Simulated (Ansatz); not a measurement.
**Litharge SnO**

Method: LDA (PAW; Ansatz, an electronic-structure program).

Numerical settings: plane-wave cutoff 500 eV, 10×10×8 k mesh (along the axes of the cell as run), Fermi–Dirac smearing 0.05 eV, scalar-relativistic PAW data made under PBE.

Cell: relaxed at this level.

- equilibrium volume per atom = 16.51 Å³/atom
- equilibrium lattice constant a = 3.766 Å
- c axis length = 4.655 Å
- band gap = none

Measured, for comparison: band gap 0.7 eV (temperature not stated, not corrected to a static lattice; as tabulated in Waroquiers et al. (2013), arXiv:1302.6756); lattice constant a 3.801 Å, lattice parameter c 4.835 Å (temperature not stated, not corrected to a static lattice; as tabulated in Electronic properties of the Sn1−xPbxO alloy and band alignment of the SnO/PbO …). Computed (rounded) less measured: lattice constant a -0.9 %, lattice parameter c -3.7 %. A static lattice is as a rule a little smaller and stiffer than an uncorrected measurement, which narrows the difference in the lattice constant a and would widen misses of the other sign.

Spin–orbit coupling is not included.

The computed numbers hold no vibrational or temperature effects.

Cost on a shared machine: about 60 core-seconds (a rough figure).
